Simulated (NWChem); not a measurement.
**H2S2 (SMILES SS): levels of theory compared**

Aim: a comparison of 6 runs (HF/STO-3G, HF/3-21G, B3LYP/6-31G*, B3LYP/def2-TZVPP, M06-2X/def2-TZVPP, PBE0/def2-TZVPP) of H2S2. 

The results are computed with NWChem 7.3.0.

17 further runs of the same task are left out: 17 set aside as unsound or not needed.

## 1. The system as given

H2S2 has 4 atoms, charge 0, and is taken as a singlet. SMILES: `SS`. The S2–H4 distance was set to 2.424 Å, away from the relaxed value. At this shape a bond of the SMILES string is far longer than usual.

Bond lengths: S1–S2 2.046 Å, S1–H3 1.347 Å. Angles: S2–S1–H3 98.6°.

## 2. The energy at HF/STO-3G (run 1)

Input file h2s2.xyz:

```xyz
4
H2S2 energy
S      1.328082    -0.708163     1.093327
S      0.603822     1.202607     0.993997
H      0.318182    -1.271543     1.783517
H     -0.619290     1.020250    -1.090950
```

Input file h2s2.nw:

```
start h2s2
title "H2S2 energy"
memory 2200 mb

geometry units angstrom noautosym nocenter noautoz
   load format xyz h2s2.xyz
end

basis spherical bse
   S library STO-3G
   H library STO-3G
end

scf
   singlet
   rhf
   thresh 1e-08
   maxiter 80
   print low
end

task scf energy
```

The run is started by

```
$ nwchem h2s2.nw > h2s2.out
```

The log of the run:

```text
[...]
  functions       =    20
[...]
  wavefunction    = RHF
[...]
         Total SCF energy =   -787.264353130539
      One-electron energy =  -1258.305951798104
      Two-electron energy =    389.173489814755
 Nuclear repulsion energy =     81.868108852810
        Time for solution =      0.4s
 Task  times  cpu:        0.4s     wall:        0.4s
[...]
```

Wall time 1.1 s (1 thread of AMD EPYC 7R43 (Zen 3), shared host); peak memory 0.096 GiB.

## 3. A single-point energy at HF/3-21G (run 2)

Input file work.nw:

```
start work
memory stack 880 mb heap 220 mb global 1100 mb
charge 0

geometry noautosym nocenter noautoz
 S        1.328082      -0.708163       1.093327
 S        0.603822       1.202607       0.993997
 H        0.318182      -1.271543       1.783517
 H       -0.619290       1.020250      -1.090950
end

basis "ao basis" spherical bse
 * library 3-21G
end

scf
 thresh 1e-08
 maxiter 80
end

task scf
```

The run is started by

```
$ nwchem work.nw > work.out
```

The log of the run:

```text
[...]
  functions       =    30
[...]
  wavefunction    = RHF
[...]
         Total SCF energy =   -792.108265822502
      One-electron energy =  -1258.433540764157
      Two-electron energy =    384.457166088846
 Nuclear repulsion energy =     81.868108852810
        Time for solution =      0.7s
[...]
```

Run time: 1.6 s. Hardware: 1 thread of AMD EPYC 7R43 (Zen 3), shared host; peak memory 0.096 GiB.

Runs 3 to 5 aren't shown in full; the table further down has their settings and results.

## 4. A single-point energy at PBE0/def2-TZVPP (run 6)

Input file run.py:

```python
from ase import Atoms
from ase.calculators.nwchem import NWChem

mol = Atoms(['S', 'S', 'H', 'H'], positions=[
    [1.328082, -0.708163, 1.093327],
    [0.603822, 1.202607, 0.993997],
    [0.318182, -1.271543, 1.783517],
    [-0.619290, 1.020250, -1.090950],
])

calc = NWChem(
    label='h2s2',
    theory='dft',
    memory='2200 mb',
    basis='def2-TZVPP',
    basispar='spherical bse',
    dft={'xc': 'pbe0', 'mult': '1', 'grid': 'fine', 'convergence': 'energy 1e-08', 'iterations': '100', 'mulliken': None},
    task='energy',
)
mol.calc = calc

e = mol.get_potential_energy()
print(f"E = {e:.6f} eV")
print("dipole (e A):", mol.get_dipole_moment().round(4))
```

The run is started by

```
$ export ASE_NWCHEM_COMMAND="nwchem PREFIX.nwi > PREFIX.nwo"
$ python run.py
```

The log of the run:

```text
E = -21693.215928 eV
dipole (e A): [-0.0643 -0.2599  0.1319]
```

The calculator wrote h2s2.nwi:

```
title "h2s2"

permanent_dir h2s2

scratch_dir h2s2

start h2s2

geometry units angstrom nocenter noautosym noautoz
  S  1.3280820000000000e+00 -7.0816299999999999e-01 1.0933269999999999e+00
  S  6.0382199999999997e-01 1.2026070000000000e+00 9.9399700000000002e-01
  H  3.1818200000000002e-01 -1.2715430000000001e+00 1.7835170000000000e+00
  H  -6.1929000000000001e-01 1.0202500000000001e+00 -1.0909500000000001e+00
end

memory 2200 mb

basis spherical bse noprint
   * library def2-TZVPP
end

dft
  xc pbe0
  mult 1
  grid fine
  convergence energy 1e-08
  iterations 100
  mulliken
end

task dft energy
```

h2s2.nwo:

```text
Northwest Computational Chemistry Package (NWChem) 7.3.0
             --------------------------------------------------------

           Job information
           ---------------

    nwchem branch   = 7.3.0
    use scalapack   = T
    input           = h2s2.nwi
    prefix          = h2s2.
    data base       = h2s2/h2s2.db
    status          = startup
    nproc           =        1

           Memory information
           ------------------

    heap     =     72089600 doubles =      550.0 Mbytes
    stack    =     72089597 doubles =      550.0 Mbytes
    global   =    144179200 doubles =     1100.0 Mbytes (distinct from heap & stack)
    total    =    288358397 doubles =     2200.0 Mbytes
    verify   = yes
    hardfail = no

[... 85 lines left out ...]
  convergence criterion.
[... 18 lines left out ...]
          Convergence on density requested:  1.00D-05
[... 23 lines left out ...]
          Convergence Information
[... 57 lines left out ...]
   convergence    iter        energy       DeltaE   RMS-Dens  Diis-err    time
[... 17 lines left out ...]
           Coulomb energy =      436.281263997502
[... 7 lines left out ...]
                       DFT Final Molecular Orbital Analysis
[... 817 lines left out ...]
 center of mass
 --------------
 x =   1.76090894 y =   0.44564954 z =   1.93196320

 moments of inertia (a.u.)
 ------------------
         237.674783767328          79.963779547558         -14.389376893411
          79.963779547558          59.050898310702          20.875014872509
         -14.389376893411          20.875014872509         259.074798632092

     Multipole analysis of the density
     ---------------------------------

     L   x y z        total         alpha         beta         nuclear
     -   - - -        -----         -----         ----         -------
     0   0 0 0     -0.000000    -17.000000    -17.000000     34.000000

     1   1 0 0     -0.121602    -28.982449    -28.982449     57.843296
[... 8 lines of this table left out ...]
     2   0 0 2    -19.451562    -79.906851    -79.906851    140.362141

 Task  times  cpu:       18.0s     wall:       18.0s
 Total times  cpu:       18.0s     wall:       18.0s
```

It took 20 s on 1 thread of AMD EPYC 7R43 (Zen 3), shared host; peak memory 0.1 GiB.

## 5. All runs side by side

| run | level | iteration cap | module | energy (Eh) | wall time |
| --- | --- | --- | --- | --- | --- |
| 1 | HF/STO-3G | 80 | scf | -787.264353 | 1.1 s |
| 2 | HF/3-21G | 80 | scf | -792.108266 | 1.6 s |
| 3 | B3LYP/6-31G* (spherical functions) | 100 | dft | -797.454490 | 9 s |
| 4 | B3LYP/def2-TZVPP | 100 | dft | -797.534339 | 19 s |
| 5 | M06-2X/def2-TZVPP | 100 | dft | -797.443178 | 19 s |
| 6 | PBE0/def2-TZVPP | 100 | dft | -797.210988 | 20 s |

## 6. What came out

| quantity | value |
| --- | --- |
| run 6: total energy | -797.21099 Eh |
| run 6: dipole moment | 1.43 D |
| run 6: HOMO energy | -7.27 eV |
| run 6: LUMO energy | -3.98 eV |
| run 6: HOMO–LUMO gap | 3.29 eV |

**Reading.** Over runs 2, 3, 4, 5, 6 the dipole moment (its size) runs from 1.32 D (M06-2X/def2-TZVPP) to 1.72 D (HF/3-21G). The two ends differ in method and basis. Over runs 2, 4, 5, 6 the HOMO–LUMO gap runs from 2.94 eV (B3LYP/def2-TZVPP) to 8.40 eV (HF/3-21G). Totals of different functionals can't be ranked against each other. In run 1 the basis is minimal, so the values are rough. In runs 1, 2, 3, 4, 5, 6 a closed-shell determinant meets a far-stretched bond, which it describes badly. All runs together took 69 s, the longest 20 s.
